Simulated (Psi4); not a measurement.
**BSiH5O− (SMILES [BH2-]O[SiH3]) at UMP2/6-311+G(d,p)**

What is the energy change on altering one bond length of BSiH5O− at UMP2/6-311+G**? 

Program for the calculation: Psi4 1.11.

2 further runs of the same task are left out: 2 set aside as unsound or not needed.

**1. The molecule**

BSiH5O−: 8 atoms, total charge -1, spin state doublet. SMILES: `[BH2-]O[SiH3]`. Geometry: relaxed at GFN2-xTB.

Bond lengths: B1–O2 1.351 Å, O2–Si3 1.586 Å, B1–H4 1.205 Å, B1–H5 1.206 Å, Si3–H6 1.593 Å, Si3–H7 1.490 Å, Si3–H8 1.491 Å. Angles: B1–O2–Si3 171.4°, O2–B1–H4 119.8°, O2–B1–H5 120.0°, O2–Si3–H6 100.6°, O2–Si3–H7 117.2°, O2–Si3–H8 118.3°, H4–B1–H5 119.5°, H6–Si3–H7 100.4°, H6–Si3–H8 99.9°, H7–Si3–H8 115.1°.

**2. A single-point energy at UMP2/6-311+G(d,p)**

bh5osi.json reads:

```json
{
  "schema_name": "qcschema_input",
  "schema_version": 1,
  "molecule": {
    "schema_name": "qcschema_molecule",
    "schema_version": 2,
    "symbols": ["B", "O", "Si", "H", "H", "H", "H", "H"],
    "geometry": [-0.40808636, 1.90068654, -2.5619395, -0.20295659, 0.39310083, -0.51238034, 0.46096089, -1.44503577, 1.76007202, -1.31328407, 1.08200049, -4.48545393, 0.59743691, 3.94520013, -2.57656598, -1.8747406, -0.9328822, 3.59034736, 0.15841574, -4.2075886, 1.31179118, 2.58225406, -0.73548141, 3.4741103],
    "molecular_charge": -1,
    "molecular_multiplicity": 2,
    "fix_symmetry": "c1"
  },
  "driver": "energy",
  "model": {
    "method": "mp2",
    "basis": "6-311+G**"
  },
  "keywords": {
    "reference": "uhf",
    "puream": true,
    "e_convergence": 1e-09,
    "d_convergence": 1e-08,
    "scf_type": "pk",
    "num_frozen_docc": 7,
    "mp2_type": "conv",
    "maxiter": 200
  }
}
```

The run is started by

```bash
$ psi4 --qcschema bh5osi.json -n 1 --memory 1600MB
```

stdout:

```text
[...]
  Running in c1 symmetry.
[...]
  Nuclear repulsion =  101.195270418888057
[...]
  Multiplicity = 2
[...]
  Nalpha       = 17
  Nbeta        = 16
[...]
    Number of basis functions: 104
[...]
   @UHF iter   1:  -391.23822137838420   -7.78849e-01   5.51042e-03 ADIIS/DIIS
[...]
   @UHF iter  23:  -391.42114191831268   -5.17844e-11   8.73126e-09 DIIS
[...]
   @S^2 Observed:                7.527265083E-01
[...]
    Orbital Energies [Eh]
    ---------------------
    Alpha Occupied:
       1A    -68.683401     2A    -20.401331     3A     -7.448815
       4A     -6.023677     5A     -4.132189     6A     -4.131192
       7A     -4.130772     8A     -1.206821     9A     -0.667442
      10A     -0.514770    11A     -0.452904    12A     -0.433377
      13A     -0.418513    14A     -0.358890    15A     -0.294645
      16A     -0.254850    17A      0.042563
    Alpha Virtual:
      18A      0.151454    19A      0.177664    20A      0.186180
      21A      0.192750    22A      0.211362    23A      0.213833
      24A      0.254275    25A      0.263783    26A      0.290874
[...]
  @UHF Final Energy:  -391.42114191831268
   => Energetics <=
    Nuclear Repulsion Energy =            101.1952704188880574
    One-Electron Energy =                -746.2133045873817991
    Two-Electron Energy =                 253.5968922501810425
    Total Energy =                       -391.4211419183126850
  UHF NO Occupations:
  HONO-2 :   15  A 1.9998536
  HONO-1 :   16  A 1.9989394
[...]
 Multipole Moments:
 ------------------------------------------------------------------------------------
     Multipole            Electronic (a.u.)      Nuclear  (a.u.)        Total (a.u.)
 ------------------------------------------------------------------------------------
 L = 1.  Multiply by 2.5417464519 to convert [e a0] to [Debye]
 Dipole X            :          0.1717612            0.1092037            0.2809649
 Dipole Y            :         -0.9615624           -0.9294409           -1.8910033
 Dipole Z            :          1.1213331            1.4942410            2.6155741
 Magnitude           :                                                    3.2397627
[...]
	SCS-MP2 Total Energy (a.u.)        :  -391.82969793708111
	SOS-MP2 Total Energy (a.u.)        :  -391.80043412842588
	SCSN-MP2 Total Energy (a.u.)       :  -391.57565482801226
[...]
	SOS-PI-MP2 Total Energy (a.u.)     :  -391.86364949677807
[...]
	MP2 Total Energy (a.u.)            :  -391.82501018603932
[...]
```

The result, in JSON:

```text
{
 "driver": "energy",
 "model": {
  "method": "mp2",
  "basis": "6-311+G**"
 },
 "success": true,
 "return_result": -391.8250101860393,
 "properties": {
  "calcinfo_nbasis": 104,
  "calcinfo_nmo": 104,
  "calcinfo_nalpha": 17,
  "calcinfo_nbeta": 16,
  "calcinfo_natom": 8,
  "nuclear_repulsion_energy": 101.19527041888806,
  "return_energy": -391.8250101860393,
  "scf_one_electron_energy": -746.2133045873818,
  "scf_two_electron_energy": 253.59689225018104,
  "scf_dipole_moment": [0.28096486721037706, -1.8910032598195694, 2.615574087942579],
  "scf_total_energy": -391.4211419183127,
  "scf_iterations": 23,
  "mp2_same_spin_correlation_energy": -0.08779142596565026,
  "mp2_opposite_spin_correlation_energy": -0.3160768417609849,
  "mp2_singles_energy": 0.0,
  "mp2_doubles_energy": -0.40386826772663514,
  "mp2_correlation_energy": -0.40386826772663653,
  "mp2_total_energy": -391.8250101860393
 }
}
```

It took 7.2 s on 1 thread of Intel Xeon 6975P-C (Granite Rapids), shared host; peak memory 0.67 GiB.

**3. The distorted shape**

run.py reads:

```python
import numpy as np
from ase.calculators.psi4 import Psi4
from ase import Atoms

a = Atoms(['B', 'O', 'Si', 'H', 'H', 'H', 'H', 'H'], positions=[
    [0.772861, 0.788982, -2.130560],
    [0.881411, -0.008798, -1.045980],
    [1.232741, -0.981498, 0.156550],
    [0.293851, 0.355752, -3.148440],
    [1.304961, 1.870892, -2.138300],
    [-0.992070, -0.493660, 1.899930],
    [1.072641, -2.443378, -0.080670],
    [2.355281, -0.606018, 1.063580],
])
calc = Psi4(atoms=a, method='mp2', basis='6-311+G**', memory='1600MB', num_threads=1, charge=-1, multiplicity=2, label='psi4-calc', reference='uhf')
calc.psi4.set_options({'puream': True, 'e_convergence': 1e-09, 'd_convergence': 1e-08, 'scf_type': 'pk', 'num_frozen_docc': 7, 'mp2_type': 'conv', 'maxiter': 200})
a.calc = calc

print(f'energy: {a.get_potential_energy():.6f} eV')
```

The run is started by

```bash
$ python run.py
```

psi4-calc.dat:

```text
[...]
  Running in c1 symmetry.
[...]
  Nuclear repulsion =   98.275238546576986
[...]
  Multiplicity = 2
[...]
  Nalpha       = 17
  Nbeta        = 16
[...]
    Number of basis functions: 104
[...]
   @UHF iter   1:  -391.15136244378704   -9.28584e-01   5.12710e-03 DIIS/ADIIS
[...]
   @UHF iter  23:  -391.33810893567301   -9.66338e-12   3.16389e-09 DIIS
[...]
   @S^2 Observed:                8.194070057E-01
[...]
    Orbital Energies [Eh]
    ---------------------
    Alpha Occupied:
       1A    -68.634689     2A    -20.430177     3A     -7.516569
       4A     -5.979122     5A     -4.091691     6A     -4.085042
       7A     -4.082998     8A     -1.227945     9A     -0.683974
      10A     -0.506761    11A     -0.481168    12A     -0.451460
      13A     -0.429046    14A     -0.342641    15A     -0.288555
      16A     -0.154889    17A     -0.040174
    Alpha Virtual:
      18A      0.154819    19A      0.163267    20A      0.183130
      21A      0.191633    22A      0.203567    23A      0.213528
      24A      0.231495    25A      0.272677    26A      0.282316
[...]
  @UHF Final Energy:  -391.33810893567301
   => Energetics <=
    Nuclear Repulsion Energy =             98.2752385465769862
    One-Electron Energy =                -740.6097804436075194
    Two-Electron Energy =                 250.9964329613574705
    Total Energy =                       -391.3381089356730058
  UHF NO Occupations:
  HONO-2 :   15  A 1.9966702
  HONO-1 :   16  A 1.9689723
[...]
 Multipole Moments:
 ------------------------------------------------------------------------------------
     Multipole            Electronic (a.u.)      Nuclear  (a.u.)        Total (a.u.)
 ------------------------------------------------------------------------------------
 L = 1.  Multiply by 2.5417464519 to convert [e a0] to [Debye]
 Dipole X            :          2.8492828           -0.7553422            2.0939406
 Dipole Y            :          1.3346025           -0.7398707            0.5947319
 Dipole Z            :         -5.4791782            2.1717059           -3.3074724
 Magnitude           :                                                    3.9595033
[...]
	SCS-MP2 Total Energy (a.u.)        :  -391.74292147765209
	SOS-MP2 Total Energy (a.u.)        :  -391.71395180852960
	SCSN-MP2 Total Energy (a.u.)       :  -391.49106878863978
[...]
	SOS-PI-MP2 Total Energy (a.u.)     :  -391.77659228733904
[...]
	MP2 Total Energy (a.u.)            :  -391.73822033708768
[...]
```

On the terminal:

```text
energy: -10659.739934 eV
```

It took 7.2 s on 1 thread of Intel Xeon 6975P-C (Granite Rapids), shared host; peak memory 0.67 GiB.

**4. What came out**

At UMP2/6-311+G**, 7 core orbitals frozen:

| quantity | value |
| --- | --- |
| first shape: total energy | -391.82501 Eh |
| first shape: HOMO energy (Hartree–Fock orbitals) (highest over α and β) | 1.16 eV |
| first shape: LUMO energy (Hartree–Fock orbitals) (lowest over α and β) | 4.12 eV |
| first shape: correlation energy (7 core orbitals frozen) | -403.9 mEh |
| first shape: ⟨S²⟩ of the reference determinant | 0.753 |
| distorted shape: total energy | -391.73822 Eh |
| distorted shape: HOMO energy (Hartree–Fock orbitals) (highest over α and β) | -0.96 eV |
| distorted shape: LUMO energy (Hartree–Fock orbitals) (lowest over α and β) | 4.21 eV |
| distorted shape: correlation energy (7 core orbitals frozen) | -400.1 mEh |
| distorted shape: ⟨S²⟩ of the reference determinant | 0.819 |
| energy change with the Si3–H6 bond stretched from 1.593 to 2.868 Å | 2.362 eV |

With the Si3–H6 bond stretched from 1.593 to 2.868 Å the energy rises by 2.36 eV (228 kJ/mol). The first shape isn't relaxed at this level, so the change isn't measured from a minimum. The HOMO (first shape) lies at positive energy, 1.16 eV: the electron is unbound at this level or held by a compact basis; values depend on the basis.
